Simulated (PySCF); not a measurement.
A PySCF script (with the pyscf-properties extension) for the NMR shieldings of SMILES FB, BFH$_{2}$, on a PBE0-D3(BJ)/def2-SVP geometry:

```python
import basis_set_exchange as bse
import numpy as np
from pyscf import gto, dft
from pyscf.prop import nmr

atoms = """
B    -0.040213    0.010257   -0.219499
F     1.225993   -0.217045   -0.497632
H    -0.536571    1.027682   -0.644841
H    -0.628739   -0.811344    0.444632
"""
names = dict.fromkeys(["B", "F", "H"], "pcSseg-1")
basis = {el: gto.basis.parse(bse.get_basis(n, elements=[el], fmt="nwchem")) for el, n in names.items()}
mol = gto.M(atom=atoms, basis=basis, charge=0, verbose=0)
mf = dft.RKS(mol, xc="PBE0")
mf.grids.level = 2
mf.grids.alignment = dft.numint.BLKSIZE   # the property module wants whole blocks of grid points
mf.conv_tol = 1e-9
mf.kernel()

calc = nmr.RKS(mf)   # GIAO
C = mf.mo_coeff
Co = C[:, mf.mo_occ > 0]
resp = mf.gen_response(singlet=True, hermi=2)
def vind(x):   # induced exchange potential for any number of trial vectors
    d = np.einsum("pi,xij,qj->xpq", C, 2 * x.reshape(-1, C.shape[1], Co.shape[1]), Co, optimize=True)
    return np.einsum("xpq,pi,qj->xij", resp(d - d.transpose(0, 2, 1)), C, Co, optimize=True).ravel()
mo1, _ = nmr.rhf.solve_mo1(calc, with_cphf=vind)
sigma = calc.kernel(mo1)
for i, s in enumerate(sigma):   # ppm
    w = np.linalg.eigvalsh((s + s.T) / 2)
    print("%2d %-2s iso %8.1f  s11 %8.1f  s22 %8.1f  s33 %8.1f" % (i, mol.atom_pure_symbol(i), w.mean(), *w))
```

**Question.** What does it print?

**Answer.** 
```
 0 B  iso     45.2  s11    -12.1  s22     55.7  s33     92.0
 1 F  iso    150.6  s11    -67.6  s22     -8.7  s33    528.0
 2 H  iso     25.8  s11     25.5  s22     25.6  s33     26.3
 3 H  iso     25.8  s11     25.4  s22     25.7  s33     26.3
```

These numbers come from an equivalent density-fitted implementation of the same equations, which agrees with the script to about 0.01 ppm for H and up to a few tenths of a ppm for heavy atoms, so last digits may differ.

**Question.** Turn these shieldings into chemical shifts. δ = σ(ref) − σ, references computed at the same level: 11B (σref 100.73) against BF3·OEt2; CFCl3 for 19F (σref 177.25); 1H (σref 31.27) against TMS.

**Answer.** Averaging equivalent atoms: B 0: 55.5; F 1: 26.7; H 2/3: 5.47 ppm. Unscaled 19F shifts against computed CFCl3 carry errors that often reach 10 to 50 ppm.

Size and cost of the density-fitted run: 44 basis functions, 3.2 s wall time on 1 thread of an Arm Neoverse N1, shared host; peak memory 0.26 GiB.
